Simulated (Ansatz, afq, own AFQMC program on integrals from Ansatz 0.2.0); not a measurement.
Integrals from Ansatz 0.2.0, then the random walk in our own AFQMC program (afq).

```yaml
crystal:
  periodic: [false, false, false]
  atoms:
    - {symbol: Si, position_ang: [0.000000, 0.032951, 0.605869]}
    - {symbol: N, position_ang: [0.000000, -0.113788, -1.088955]}
    - {symbol: H, position_ang: [0.000000, 0.663088, -1.749585]}
basis:
  gaussian: {orbitals: cc-pVDZ}
magnetization: {spin_polarized: true, initial_magnetization: 2}
correlation: {method: ccsd_t, electrons: outside_noble_gas, hamiltonian_folder: ham}
```

```sh
$ ansatz run in.yaml --threads 1 --pin off --events-out ev --progress --plain --max-ram 15360MiB --backend cuda --devices 0, --max-vram 18GiB
```

afq runs on the folder ham with

```
--method phaseless --trial hf --walkers 4000 --populations 20 --least-time 40 --time-step 0.005 --steps-per-block 20 --equilibration-blocks 112 --max-blocks 4000 --target-error 0.0009500 --factor-cut 1e-05 --start spin_pure --seed 4329 --taylor-order 6
```

Times are imaginary, in 1/Eh. The walk had a cap of 49 s. With eight or more populations the least sampling time is a fifth of least-time, and the error comes from their spread.

afq prints:

```
orbitals 31  electrons 6 4  factors 228 of 365
reference energy -343.85212007 Eh
CCSD correlation -0.23154136 Eh in 18 cycles, weight of the determinant in the CISD state 0.8247
energy of the start -343.852604 Eh
 block  time / (1/Eh)  mean weight  energy / Eh
     1     0.100  1.0009  -343.904826
     2     0.200  1.0017  -343.943687
     3     0.300  1.0017  -343.972608
     4     0.400  1.0015  -343.993740
     5     0.500  1.0011  -344.008320
     7     0.700  1.0012  -344.030671
     9     0.900  1.0005  -344.045191
    13     1.300  1.0002  -344.068555
    21     2.100  0.9997  -344.077539
    29     2.900  0.9996  -344.089380
    37     3.700  0.9999  -344.093469
    45     4.500  0.9998  -344.087822
    49     4.900  1.0000  -344.085161
    53     5.300  1.0000  -344.094038
    61     6.100  1.0003  -344.092595
    69     6.900  0.9999  -344.094036
    77     7.700  1.0001  -344.091026
    85     8.500  1.0002  -344.097717
    93     9.300  1.0001  -344.095979
    97     9.700  0.9997  -344.100382
   101    10.100  1.0001  -344.092931
   109    10.900  0.9999  -344.098515
   117    11.700  0.9999  -344.093188
   125    12.500  1.0004  -344.098217
   133    13.300  1.0000  -344.094390
   141    14.100  0.9998  -344.094206
   149    14.900  0.9999  -344.089937
   157    15.700  1.0000  -344.089309
   165    16.500  0.9998  -344.089914
   173    17.300  0.9998  -344.089889
   181    18.100  1.0000  -344.092828
   189    18.900  1.0002  -344.096681
   193    19.300  0.9999  -344.091185
error from the spread of 20 populations
energy -344.091815 +/- 0.001228 Eh
(rows thinned)
```

The run passed its tests (sampling time, drift between the halves within three errors, error under three times the target), which doesn't prove that it has relaxed, ending at its cap on processor time.

Against this walk (error 33.4 meV) on the same determinant: CCSD(T) 8.7 meV lower (within the noise), CCSDT(Q) 146.0 meV lower, a separate phaseless walk with a CISD trial and standard settings 42.5 ± 33.8 meV lower (within the noise). The error is statistical and leaves out the bias of the constraint. None of these is a sure reference here.

Cautions: constraint bias not in the error; error above the target (33.4 against 25.9 meV); another spin lies lower; the search met a lower determinant of the same kind, perhaps of another symmetry (110 meV lower), and this one is a saddle point; strong correlation (T1 0.056, weight of the determinant 0.82, largest double 0.08).

The walk took 49 s on 1 × NVIDIA H100 80GB HBM3 with 2 threads of AMD EPYC 7R13 Processor (Zen 3), on a shared host (the card was shared). The log's last line is the phaseless energy.

CCSDT and higher add their correlation energy to the determinant of the CCSD(T) run, since their own runs factorise the integrals more tightly (a shift of under 2 meV). A walk keeps the symmetry of its determinant, which the program's search chose and which needn't be the lowest solution, so a lower state of the same spin and another symmetry isn't excluded.
